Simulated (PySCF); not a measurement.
## thiirane: calculation against experiment

**The experiment to reproduce.**

From NIST CCCBDB Release 22 (SRD 101), experimental dipoles, for the gas: dipole moment (microwave Stark effect) 1.85 D.

The runs below try to reproduce these values; the comparison stands at the end.

Thiirane, C2H4S.
SMILES with atom numbers: `[CH2:1]1[CH2:2][S:3]1` (hydrogens: H4, H5 on C1; H6, H7 on C2)

Cartesian coordinates in Å at the PBE0-D3(BJ)/def2-SVP level; atoms count from 1:
```xyz
7
C2H4S angstrom
C      0.740   -0.063   -0.032
C     -0.739   -0.040   -0.067
S     -0.008    1.140    1.091
H      1.235   -0.915    0.446
H      1.286    0.357   -0.883
H     -1.231    0.396   -0.942
H     -1.282   -0.876    0.387
```

Runs made with PySCF (gas phase, on this PBE0-D3(BJ)/def2-SVP geometry; no spin–orbit coupling):

```csv
level,job,basis functions
"PBE0-D3(BJ)/def2-SVP, grid level 1",geometry optimisation from an MMFF94s start,66
PBE0/pcSseg-1,"shieldings, ring-centre shieldings, charges and field gradients",78
```

**Comparison with experiment**

**Dipole moment.** Measured: 1.85 D (NIST CCCBDB Release 22 (SRD 101), experimental dipoles).

```tsv
level	computed (D)	computed − measured (D)	% (from the printed values)
PBE0-D3(BJ)/def2-SVP	1.87	+0.02	+1
PBE0/pcSseg-1	2.01	+0.16	+9
```

Closest is PBE0-D3(BJ)/def2-SVP (+0.02 D), furthest PBE0/pcSseg-1 (+0.16 D); one molecule doesn't rank methods. The computed dipoles belong to one fixed geometry; measured ones are averaged over vibrations unless marked μe. Magnitudes are compared, not signs.

The geometry is computed, not the measured one. Where a level misses, the cause wasn't examined.
